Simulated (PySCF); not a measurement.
# F2: a composite coupled-cluster curve

Aim: bond length, wavenumber and bond energy of F2 near the limit of CCSD(T), built from two basis sets and any small corrections listed.

Computed with PySCF 2.14.0. Level: CCSD(T) on RHF, no relativity in the base curves; scalar relativity is added as a correction.

2 further runs of the same task are left out: 2 set aside as unsound or not needed.

### 1 The job

* molecule: F2
* state: singlet, unpaired electrons none
* smaller basis: F aug-cc-pVTZ
* larger basis: F aug-cc-pVQZ
* frozen core orbitals: 2
* extrapolation: correlation as n⁻³ (n = 3, 4), Hartree–Fock as (n+1)·exp(−9√n)
* corrections: core–valence correlation, scalar relativity
* distances (Å): 1.2166, 1.2719, 1.3272, 1.3825, 1.4378, 1.5070, 1.5761
* masses (u): 18.9984, 18.9984
* dissociation limit: F + F

Run with:

```bash
$ OMP_NUM_THREADS=4 python comp.py task.json out
```

### 2 The runs

Before running it: what results should come out? Wanted: for each run, Re; ωe; ωexe; αe; De.

As calculated:

```csv
level,Re (Å),ωe (cm⁻¹),ωexe (cm⁻¹),αe (cm⁻¹),De (eV)
CCSD(T)/aug-cc-pVTZ(-PP),1.4181,916.3,11.9,0.0127,1.578
CCSD(T)/aug-cc-pVQZ(-PP),1.4130,921.4,11.4,0.0125,1.631
HF/CBS,1.3265,1265.1,6.49,0.00815,-1.439
MP2/CBS,1.3951,1007.1,8.42,0.0101,1.924
CCSD/CBS,1.3870,1024.3,8.60,0.0103,1.351
CCSD(T)/CBS,1.4097,928.2,11.3,0.0125,1.673
CCSD(T)/CBS+CV,1.4085,929.5,11.2,0.0125,1.674
CCSD(T)/CBS+CV+SR,1.4088,929.1,11.2,0.0124,1.673
```

What this shows: The last step gives Re = 1.4088 Å, ωe = 929.1 cm⁻¹ and De = 1.673 eV; the smaller basis alone is off from it by +9.2 mÅ and -0.10 eV. Near the minimum the mean field is unbound by 1.52 eV and correlation adds 3.18 eV of binding. T1 is 0.012. Spin–orbit coupling and excitations beyond (T) are left out.
